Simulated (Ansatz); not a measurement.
**Al₂H (doublet): the correlation ladder at angle Al2–Al1–H3 = 69.8°, cc-pVTZ**

Aim: climb from Hartree-Fock through coupled cluster and multireference methods for Al₂H (doublet) at one geometry and basis, and see what each rung misses.

Program: Ansatz 0.2.0, Gaussian basis. Level of theory: cc-pVTZ, core rule «outside noble gas», up to 10 orbitals frozen. These are calculated values, not measurements.

Plan: UHF; CCSD(T) on ROHF; CCSD(T) on UHF; BCCD(T) on ROHF; CISD; CCSDT(Q) on ROHF; CCSDT(Q) on UHF; CASSCF and MRCISD+Q, 3 electrons in 3 orbitals; CASSCF and NEVPT2, 3 electrons in 3 orbitals; CASSCF and MRCISD+Q, 7 electrons in 9 orbitals; CASSCF and NEVPT2, 7 electrons in 9 orbitals.

24 further runs of the same task are left out: 8 for a known fault of the program, 1 for a mislabelled method, 12 that didn't finish, 3 set aside as unsound or not needed.

**1. The geometry**

The geometry derives from a PBE0/def2-TZVP stationary point (not a proven minimum). One angle is set to the value named; bond lengths are kept.

3 atoms, charge 0, spin multiplicity 2.

Atoms are counted from 1 here; the program's logs count them from 0.

Bond lengths: Al1–Al2 2.677 Å, Al1–H3 1.619 Å. Angles: Al2–Al1–H3 69.8°.

**2. UHF**

The input, in.yaml:

```yaml
crystal:
  periodic: [false, false, false]
  atoms:
    - {symbol: Al, position_ang: [-1.101970, 0.000000, 0.734771]}
    - {symbol: Al, position_ang: [1.093526, 0.000000, -0.796828]}
    - {symbol: H, position_ang: [0.226045, 0.000000, 1.661207]}
basis:
  gaussian: {orbitals: cc-pVTZ}
magnetization: {spin_polarized: true, initial_magnetization: 1}
hamiltonian: {xc: hf}
output: {orbitals: {seedname: orbitals}}
```

On the command line:

```
> ansatz run in.yaml --threads 1 --pin off --events-out ev --progress --plain --max-ram 2502MiB
```

Further steps of the session: CCSD(T) on ROHF; CCSD(T) on UHF; BCCD(T) on ROHF; CISD; CCSDT(Q) on ROHF; CCSDT(Q) on UHF; CASSCF and MRCISD+Q, 3 electrons in 3 orbitals; CASSCF and NEVPT2, 3 electrons in 3 orbitals; CASSCF and MRCISD+Q, 7 electrons in 9 orbitals; CASSCF and NEVPT2, 7 electrons in 9 orbitals.

**Question.** What will the summary of the whole plan be? Wanted: UCCSDT(Q) below the RHF energy; RMP2 from UCCSDT(Q); UMP2 from UCCSDT(Q); RCCSD from UCCSDT(Q); RCCSD(T) from UCCSDT(Q); UCCSD(T) from UCCSDT(Q); RCCSDT(Q) from UCCSDT(Q); NEVPT2 pair from UCCSDT(Q); MRCISD+Q pair from UCCSDT(Q).

**Answer**, as computed:

```
                         quantity                      value
   UCCSDT(Q) below the RHF energy                 -4.3757 eV
              RMP2 from UCCSDT(Q)            +24.58 kcal/mol
              UMP2 from UCCSDT(Q)            +26.12 kcal/mol
             RCCSD from UCCSDT(Q)             +5.21 kcal/mol
          RCCSD(T) from UCCSDT(Q)             +1.16 kcal/mol
          UCCSD(T) from UCCSDT(Q)             +1.21 kcal/mol
         RCCSDT(Q) from UCCSDT(Q)             +0.02 kcal/mol
       NEVPT2 pair from UCCSDT(Q)            +25.16 kcal/mol
     MRCISD+Q pair from UCCSDT(Q)             +1.18 kcal/mol
    NEVPT2 valence from UCCSDT(Q)            +17.74 kcal/mol
levels within 1 kcal/mol (43 meV)  RCCSDT, UCCSDT, RCCSDT(Q)
                    T1 diagnostic                      0.034
   effectively unpaired electrons                       1.12
```

RCCSD(T) lands +1.16 kcal/mol from the yardstick (1.1 % of the correlation energy). One determinant dominates. Of the multireference levels listed MRCISD+Q pair comes nearest in total energy (+1.18 kcal/mol), which doesn't show that its space is the better one. Coupled cluster took another determinant than the lowest Hartree-Fock one. These misses are within one basis, not against nature; the frozen cores of restricted and unrestricted runs differ, which can shift their rows.
